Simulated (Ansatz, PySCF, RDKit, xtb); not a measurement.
**Solving SiH2SO, step by step**

Given the formula SiH2SO and nothing else, which arrangement of the atoms is the most stable in the gas at 298.15 K, and what are its properties?

Plan: many cheap relaxations first (GFN2-xTB), then density-functional screening, relaxation at PBE0-D3(BJ)/pcseg-1, vibrations and a final energy. The numbers are computed, not measured.

7 further runs of the same task are left out: 7 set aside as unsound or not needed.

**1. Candidates**

All bonding patterns within simple valence rules are listed by program: one Lewis structure each, at most two rings and one unusual centre or charged pair. O–O, O–halogen and N–halogen bonds and N–N–N chains are not drawn. That gives 16 candidates.

c057 [OH2+][Si-]=S; c063 O=[Si-][SH2+]; c089 [oH+]1[siH-]s1; c188 [SiH]OS (triplet); c355 O1[SiH]=[SH]1; c369 O=S=[SiH2]; c399 O[SiH]=S; c422 O[SH]=[Si]; c425 O=[SH]#[SiH]; c576 O=[SiH]S; c617 O1[SiH2]S1; c747 O[Si]#[SH]; c783 OS#[SiH]; c802 [SiH2]=[O+][S-]; c859 [SiH]OS; c884 O[SH]=[Si] (triplet).

Candidates are built by distance geometry, with a force field where one applies, in up to four conformers (letters a to d). 16 starts with atoms placed at random are added, to find patterns that the rules miss.

**Question.** With final energies at CCSD(T)/def2-TZVPP, which structure will this search put lowest in free energy, and by what margin?

| quantity | value |
| --- | --- |
| lowest structure found | O[SiH]=S, singlet, Cs |
| next finalist | [OH][Si][SH] ‡, singlet, 10.2 kcal/mol higher in G |
| share at equilibrium, among the finalists | 100.0 % |
| harmonic wavenumbers, lowest and highest (PBE0-D3(BJ)/pcseg-1) | 262 and 3844 cm⁻¹ |
| rotational constants, same geometry | 1.086, 0.1356, 0.1206 cm⁻¹ |
| dipole moment (PBE0/def2-TZVPD) | 2.19 D |
| HOMO energy (PBE0/def2-TZVPD) | -7.41 eV |
| LUMO energy (PBE0/def2-TZVPD) | -1.75 eV |
| HOMO–LUMO gap (PBE0/def2-TZVPD) | 5.67 eV |
| lowest excitation (TD-CAM-B3LYP/def2-SVPD) | 4.11 eV (f = 0.000) |
| strongest of the states computed, same level | 7.09 eV (f = 0.064) |
| lowest triplet excitation, same level, Tamm-Dancoff | 3.84 eV |
| vertical ionisation energy | 9.65 eV |
| vertical electron affinity | -0.06 eV (unbound: the value depends on the basis) |
| vertical triplet less singlet | +3.78 eV |

`O[SiH]=S` comes out lowest. Among the finalists first place is clear (10.2 kcal/mol); structures outside the list aren't covered. r2SCAN-D4/def2-SVP, PBE0-D3(BJ)/pcseg-1, HF/def2-TZVPP and MP2/def2-TZVPP already put its bonding pattern lowest among the structures in one piece; GFN2-xTB favours the singlet O=[SiH]S; HF/STO-3G favours the singlet [OH][Si][SH] ‡. Lowest found is not proven lowest: the search is finite, and each finalist counts with one conformer.

‡ marks the bonded skeleton alone, with all bonds drawn single: no Lewis structure was assigned that passes a check against the bond lengths.
